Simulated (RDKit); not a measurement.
RDKit input (MMFF94):

```python
from rdkit import Chem
from rdkit.Chem import AllChem, rdDetermineBonds

mol = Chem.MolFromXYZFile('mol.xyz')
rdDetermineBonds.DetermineBonds(mol, charge=1)
print('SMILES', Chem.MolToSmiles(Chem.RemoveHs(mol)))
ff = AllChem.MMFFGetMoleculeForceField(mol, AllChem.MMFFGetMoleculeProperties(mol))
e0 = ff.CalcEnergy()
flag = ff.Minimize(maxIts=5000, forceTol=1e-5)
print(f'energy {e0:.4f} -> {ff.CalcEnergy():.4f} kcal/mol, converged: {flag == 0}')
print(Chem.MolToXYZBlock(mol))
```
mol.xyz:
```
4

C     -0.00000000    -0.00000000    -0.59802389
N      0.00000000     0.00000000     0.53145448
H     -0.00000000    -0.00000000    -1.67932452
H      0.00000000     0.00000000     1.54728651
```

Which steric energies does it print, before and after the minimisation?

67.58 and 3.95 kcal/mol. They count from the force field's own zero for this bonding and are no heats of formation.
